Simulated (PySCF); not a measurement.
Molecular orbitals of LiMg⁺

PBE at R = 2.906 Å; basis Li cc-pVDZ, Mg cc-pVDZ; no relativity; PySCF 2.14. State: ¹Σ⁺ (singlet), closed shell. Only the outer orbitals are listed, counted within each symmetry.

```json
{"orbital": "3σ", "occ.": "2", "ε (eV)": "-57.75", "on Li (%)": "100", "main shells (%)": "100 Li s"}
{"orbital": "1π", "occ.": "2", "ε (eV)": "-52.13", "on Li (%)": "0", "main shells (%)": "100 Mg p"}
{"orbital": "1π", "occ.": "2", "ε (eV)": "-52.13", "on Li (%)": "0", "main shells (%)": "100 Mg p"}
{"orbital": "4σ", "occ.": "2", "ε (eV)": "-52.11", "on Li (%)": "0", "main shells (%)": "100 Mg p"}
{"orbital": "5σ", "occ.": "2", "ε (eV)": "-9.87", "on Li (%)": "24", "main shells (%)": "75 Mg s, 14 Li s, 9 Li p"}
{"orbital": "6σ", "occ.": "0", "ε (eV)": "-6.92", "on Li (%)": "43", "main shells (%)": "42 Li s, 40 Mg p, 16 Mg s"}
{"orbital": "2π", "occ.": "0", "ε (eV)": "-5.99", "on Li (%)": "33", "main shells (%)": "67 Mg p, 30 Li p"}
{"orbital": "2π", "occ.": "0", "ε (eV)": "-5.99", "on Li (%)": "33", "main shells (%)": "67 Mg p, 30 Li p"}
```

Task: Which are the highest filled and the lowest empty level, where do they sit, and how wide is the gap?

Result: Highest filled 5σ at -9.87 eV (in %: 75 Mg s, 14 Li s, 9 Li p); lowest empty 6σ at -6.92 eV (in %: 42 Li s, 40 Mg p, 16 Mg s); the gap at PBE is 2.95 eV.

The bond order (Mayer) is 0.72 and the ⟨S²⟩ is 0.000. The charge on Li (Mulliken, basis-dependent) is 0.52, the charge on Li (Löwdin, basis-dependent) is 0.38 and the dipole moment (positive dipole points towards Mg; it is taken about the centre of mass and depends on that origin) is -5.34 D. The polarisability along the bond is 77.2 bohr³. The polarisability across the bond is 55.8 bohr³.

Closed-shell solutions of metal pairs were not tested for spin polarisation, which can lower them a little.
